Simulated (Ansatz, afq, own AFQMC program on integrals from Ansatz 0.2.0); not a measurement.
# H$_{2}$O, singlet: AFQMC among the cluster methods

```csv
atom,x (Å),y (Å),z (Å)
O,0.0000,-0.0653,0.0000
H,0.0000,0.5184,-0.7615
H,0.0000,0.5184,0.7615
```

Basis 6-31G. Noble-gas cores (and the filled d shells of Ga–Kr and In–Xe) are frozen. AFQMC by an in-house program on the Cholesky factors that Ansatz 0.2.0 writes for its CCSD(T) run. ph-AFQMC/CISD is guided by a CISD state made of CCSD amplitudes; releasing the constraint for a short imaginary time cuts its bias at the price of noise, slowly where states lie close. Free AFQMC starts from the CCSD state and is never constrained. Its projection time is finite, and what remains of the start isn't in its error. ± is one standard error of the sampling.

Determinant: RHF, the one that the program's search chose, which needn't be the lowest solution. The geometry is a PBE0/def2-TZVP stationary point of this or a neighbouring charge and spin state.

Full CI on the same integrals is exact in this basis and with this determinant's frozen core.

- T1 diagnostic: 0.0067
- weight of the determinant in the CISD state: 0.957
- size of the correlated space: 8 electrons in 12 orbitals

```json
{"level": "MP2", "correlation energy (eV)": "-3.4812"}
{"level": "CCSD", "correlation energy (eV)": "-3.6625"}
{"level": "CCSD(T)", "correlation energy (eV)": "-3.6894"}
```

Q: Estimate where phaseless AFQMC with a CISD trial lies against CCSD(T) on the same integrals.

A: 1.4 ± 0.5 kJ/mol below CCSD(T).

Reference: full CI, correlation energy -3.704 eV. The released energy is read at 2.40 1/Eh (meV from the phaseless value at times in 1/Eh: -2 ± 4 at 0.24, 2 ± 3 at 0.51, 1 ± 3 at 0.99, -6 ± 5 at 1.62, 2 ± 3 at 2.40).

| level | E − E(reference) (kJ/mol) | share of correlation (%) |
| --- | --- | --- |
| CCSD(T) | 1.4 | 99.61 |
| CCSDT | 1.2 | 99.68 |
| CCSDT(Q) | 0.0 | 100.01 |
| CCSDTQ | 0.0 | 99.99 |
| ph-AFQMC/CISD | 0.0 ± 0.5 | 100.00 |
| released AFQMC | 0.2 ± 0.3 | 99.95 |
| free AFQMC | 0.2 ± 0.7 | 99.96 |

CCSDT and higher add their correlation energy to the determinant of the CCSD(T) run, since their own runs factorise the integrals more tightly (a shift of under 2 meV). Free projections are given only where their last times agree within the noise and don't stop above the reference; a slow remainder of the start can still hide under it. A walk keeps the symmetry of its determinant, which the program's search chose and which needn't be the lowest solution, so a lower state of the same spin and another symmetry isn't excluded. Released energies are given only where the last usable release times agree within the noise; a slower fall can still hide under it.
